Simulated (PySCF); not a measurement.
# Isomerisation enthalpies of C3H7NO

**The experiment to reproduce.**

CRC Handbook of Chemistry and Physics lists, for the gas at 298.15 K: enthalpy of formation of `CCC(N)=O` -259 kJ/mol; enthalpy of formation of `CN(C)C=O` -192.4 kJ/mol.

The runs below try to reproduce these values; the comparison stands at the end.

Differences of these values give the isomerisation enthalpies. Geometries: GFN2-xTB; runs in PySCF, gas phase, with a dispersion term only where the level names one. Total electronic energies (Eh):

| SMILES | CAM-B3LYP/def2-SVPD |
| --- | --- |
| CCC(N)=O | -248.25057 |
| CN(C)C=O | -248.22818 |

Geometry of `CCC(N)=O` (Å):
```
atom  x, y, z in Å
C1    -1.6875   -0.1278   -0.1677
C2    -0.2238   -0.5467   -0.1715
C3     0.6954    0.6205    0.1545
N4     2.0116    0.2872    0.1530
O5     0.3198    1.7428    0.3950
H6    -1.8538    0.6533   -0.9046
H7    -1.9606    0.2672    0.8071
H8    -2.3281   -0.9754   -0.3989
H9     0.0561   -0.9393   -1.1521
H10   -0.0515   -1.3334    0.5672
H11    2.3294   -0.6452   -0.0391
H12    2.6941    0.9961    0.3634
```

Geometry of `CN(C)C=O` (Å):
```
atom  x, y, z in Å
C1     1.3413    0.1361    0.1932
N2    -0.0762    0.1500   -0.0451
C3    -0.7624   -1.1134    0.0825
C4    -0.7599    1.2603   -0.3662
O5    -1.9490    1.3161   -0.5714
H6     1.7491    1.1376    0.0705
H7     1.5525   -0.2097    1.2092
H8     1.8387   -0.5373   -0.5107
H9    -1.8169   -0.9419   -0.1250
H10   -0.3630   -1.8386   -0.6303
H11   -0.6490   -1.5094    1.0944
H12   -0.1040    2.1495   -0.4270
```

Zero-point and thermal terms are left out, so the computed numbers are electronic energies.

**Comparison with experiment**

Relative to `CCC(N)=O`, the lowest by measurement, in kJ/mol (measured: enthalpies at 298.15 K; computed: electronic energies):

```csv
SMILES,measured,CAM-B3LYP/def2-SVPD
CCC(N)=O,0.0,0.0
CN(C)C=O,66.6,58.8
```

Measured values: -259 kJ/mol (298.15 K; CRC Handbook of Chemistry and Physics) for the first row; the others come from the same table. Unsigned miss: CAM-B3LYP/def2-SVPD 7.8 kJ/mol. One conformer stands for `CCC(N)=O` and `CN(C)C=O`, not necessarily the lowest, while the measurement averages over conformers. Where a level misses, the cause wasn't examined.
